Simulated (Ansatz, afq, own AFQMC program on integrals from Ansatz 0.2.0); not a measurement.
# AFQMC, coupled cluster and functionals along a coordinate of BH$_{2}$O, doublet

```xyz
4

B     0.0000   -0.2384    0.7416
O     0.0000    0.1607   -0.5303
H     0.0000    0.5590    1.6392
H     0.0000   -0.5526   -1.1750
```

The B1–O2 distance is changed with both sides rigid. Energies in mEh count from this geometry (1.333 Å) at the same level; the start stands on UHF, each point on the determinant named.

Basis cc-pVDZ. Noble-gas cores (and the filled d shells of Ga–Kr and In–Xe) are frozen. AFQMC by an in-house program on the Cholesky factors that Ansatz 0.2.0 writes for its CCSD(T) run. ph-AFQMC/CISD is guided by a CISD state made of CCSD amplitudes; releasing the constraint for a short imaginary time cuts its bias at the price of noise, slowly where states lie close. ± is one standard error of the sampling.

Cautions, each for one point or more: CCSDT(Q) on the ROHF determinant differs, by its state or its frozen core; a spin-contaminated unrestricted determinant lies lower; higher spins were not checked; strong correlation; the ph-AFQMC/CISD walk drifts between its halves; unrestricted determinant spin contaminated.

| r(B1–O2) / Å | det. | T1 | weight | ⟨S²⟩ | B2PLYP | r2SCAN | CCSD(T) |
| --- | --- | --- | --- | --- | --- | --- | --- |
| 1.076 | UHF | 0.013 | 0.92 | 0.75 | 105.5 | 105.2 | 110.9 |
| 1.667 | UHF | 0.026 | 0.89 | 0.75 | 48.2 | 47.5 | 46.0 |
| 2.110 | UHF | 0.068 | 0.79 | 1.00 | 144.1 | 139.0 | 138.5 |
| 2.885 | ROHF | 0.024 | 0.87 | pure | 209.1§ | 211.7§ | 194.7 |
| 4.449 | ROHF | 0.012 | 0.88 | pure | 217.9§ | 227.2§ | 198.7 |

Problem. Estimate the curve of CCSDT(Q), counted from the same start.

Solution. 
```json
{"r(B1–O2) / Å": "1.076", "det.": "UHF", "T1": "0.013", "weight": "0.92", "⟨S²⟩": "0.75", "CCSDT(Q)": "111.2", "ph-AFQMC/CISD": "110.5 ± 0.5", "released AFQMC": "110.3 ± 0.8*"}
{"r(B1–O2) / Å": "1.667", "det.": "UHF", "T1": "0.026", "weight": "0.89", "⟨S²⟩": "0.75", "CCSDT(Q)": "45.3", "ph-AFQMC/CISD": "45.5 ± 0.6", "released AFQMC": "45.1 ± 1.0*"}
{"r(B1–O2) / Å": "2.110", "det.": "UHF", "T1": "0.068", "weight": "0.79", "⟨S²⟩": "1.00", "CCSDT(Q)": "134.5", "ph-AFQMC/CISD": "137.9 ± 1.0", "released AFQMC": "–"}
{"r(B1–O2) / Å": "2.885", "det.": "ROHF", "T1": "0.024", "weight": "0.87", "⟨S²⟩": "pure", "CCSDT(Q)": "194.6", "ph-AFQMC/CISD": "194.0 ± 0.8", "released AFQMC": "193.9 ± 1.3*"}
{"r(B1–O2) / Å": "4.449", "det.": "ROHF", "T1": "0.012", "weight": "0.88", "⟨S²⟩": "pure", "CCSDT(Q)": "199.0", "ph-AFQMC/CISD": "199.1 ± 0.6", "released AFQMC": "198.3 ± 0.9*"}
```

Weight is that of the determinant in the CISD state; at the start T1 is 0.018 and the weight 0.91, and ⟨S²⟩ is 0.75. An asterisk marks released energies that aren't shown to be converged. A dash marks a missing value, a released energy that hasn't settled or a functional that sits on another state. § marks a functional whose ⟨S²⟩ is too high by over 0.1. Largest departures from CCSDT(Q), at the points where its series has closed: CCSD(T) 0.8 mEh at 1.667 (on UHF), ph-AFQMC/CISD -0.7 mEh at 1.076 (on UHF) (within the noise), B2PLYP -5.7 mEh at 1.076, r2SCAN -6.0 mEh at 1.076. Functionals count only at points shown to share the start's state and spin. In this small basis the wave-function levels are far from their limit, so their gap to the functionals isn't the functionals' error.

A walk keeps the symmetry of its determinant, which the program's search chose and which needn't be the lowest solution, so a lower state of the same spin and another symmetry isn't excluded.
